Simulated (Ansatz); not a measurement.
## How well does each level of theory give the lattice constant a of rock-salt LiF?

Reference value: 3.972 Å (measured, static lattice: zero-point anharmonic expansion removed, our sources range from 3.964 to 3.974; as tabulated in Mejia-Rodriguez and Trickey (2018), arXiv:1807.09216).

### Question
Which of these levels comes closest to the reference?
A) Hartree–Fock (Ansatz (a first-principles code))
B) r²SCAN+rVV10 (Ansatz)
C) PBE (Ansatz)
D) PBE-D3(BJ) (Ansatz)

### Answer
B, r²SCAN+rVV10 (Ansatz)

```
level (code)           value (Å)  error (%)
---------------------  ---------  ---------
PBE (Ansatz)               4.068      +2.42
PBE-D3(BJ) (Ansatz)        4.000      +0.70
r²SCAN+rVV10 (Ansatz)      3.974      +0.05
Hartree–Fock (Ansatz)      3.994      +0.55
```

Closest of the ranked levels: r²SCAN+rVV10 (+0.05 %). Farthest off among them: PBE (+2.42 %). Within 1 %: PBE-D3(BJ), r²SCAN+rVV10, Hartree–Fock.

Cutoffs and k meshes differ between the levels. Ansatz's density-functional and Hartree–Fock values are scalar-relativistic unless marked +SOC, with PAW data made under PBE.

Differences are worked out from the printed values.
